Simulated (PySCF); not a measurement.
Level of theory and adiabatic energies of losing or gaining an electron: hydrazide

Structure: `[NH-]N` ([H3N2]-).

All levels share the PBE0-D3(BJ)/ma-def2-SVP structures and the PBE0-D3(BJ)/ma-def2-SVP thermal terms; only the single-point energies (PySCF) change. Values are adiabatic energies of losing or gaining an electron (0 K, eV).

```csv
level,detachment energy to the radical,abs. error,time
HF/ma-def2-TZVP,-1.73,1.55,1.2 s
PBE0-D3(BJ)/cc-pVDZ,-1.70,1.51,2.7 s
PBE0-D3(BJ)/def2-SVP,-1.64,1.46,2.7 s
PBE0-D3(BJ)/def2-SV(P),-1.63,1.45,2.3 s
PBE0-D3(BJ)/6-31G*,-1.57,1.39,2.4 s
PBE0-D3(BJ)/6-31G,-1.55,1.37,1.9 s
PBE0-D3(BJ)/pcseg-1,-1.26,1.08,2.5 s
PBE0-D3(BJ)/cc-pVTZ,-1.12,0.94,5.5 s
PBE0-D3(BJ)/def2-TZVPP,-0.87,0.69,6.2 s
PBE0-D3(BJ)/def2-SVPD,-0.74,0.56,3.7 s
PBE0-D3(BJ)/def2-QZVP,-0.67,0.49,16 s
BHandHLYP/ma-def2-TZVP,-0.64,0.46,5 s
PBE0-D3(BJ)/def2-TZVPD,-0.59,0.41,6.1 s
PBE0-D3(BJ)/def2-QZVPPD,-0.53,0.35,20 s
M06-L/ma-def2-TZVP (grid 3),-0.52,0.34,19 s
OPBE/ma-def2-TZVP,-0.52,0.34,9.2 s
PBE0-D3(BJ)/6-31+G*,-0.51,0.33,2.7 s
PBE0-D3(BJ)/ma-def2-TZVP,-0.49,0.31,–
HSE06/ma-def2-TZVP,-0.49,0.31,12 s
B97-2/ma-def2-TZVP,-0.49,0.31,5.3 s
PBE0-D3(BJ)/6-311+G**,-0.49,0.31,3.8 s
"PBE0-D3(BJ)/6-311++G(2d,2p)",-0.47,0.29,5.1 s
TPSSh-D3(BJ)/ma-def2-TZVP (grid 3),-0.47,0.29,20 s
PBE0-D3(BJ)/aug-cc-pVTZ,-0.46,0.28,12 s
PBE0-D3(BJ)/aug-cc-pVDZ,-0.46,0.28,4.5 s
LC-ωPBE/ma-def2-TZVP,-0.45,0.27,11 s
TPSS-D3(BJ)/ma-def2-TZVP (grid 3),-0.40,0.22,20 s
CAM-B3LYP-D3(BJ)/ma-def2-TZVP,-0.35,0.17,6.5 s
M06/ma-def2-TZVP (grid 3),-0.34,0.16,15 s
ωB97X-D3(BJ)/ma-def2-TZVP,-0.33,0.15,6.1 s
PBE-D3(BJ)/ma-def2-TZVP,-0.31,0.13,9.3 s
BLYP-D3(BJ)/ma-def2-TZVP,-0.30,0.12,9.6 s
B3LYP-D3(BJ)/ma-def2-TZVP,-0.30,0.12,5.5 s
ωB97M-D3(BJ)/ma-def2-TZVP (grid 3),-0.25,0.07,15 s
BP86-D3(BJ)/ma-def2-TZVP,-0.18,0.00,9.1 s
ATcT 1.112,-0.18,,
```

Times are wall times for all single points of a level on 1 thread of Intel Xeon @ 2.80GHz, a shared host; the dash marks the run that also made the structures. BLYP, BP86, HSE06, LC-ωPBE, M06-L, OPBE, PBE, TPSS ran on a slower path of this set-up, which computes the density-fitting integrals anew in every SCF cycle while the other levels store them. So the times needn't show the usual order of cost, and those levels read slower than they are.

Hartree-Fock leaves out electron correlation, so its ionisation energies and electron affinities from energy differences come out too low, often by 1 eV or more.

The spread: 1.55 eV, from -1.73 to -0.18.

Known limits: the parent anion holds its electron weakly or not at all, so the values hang on the basis.
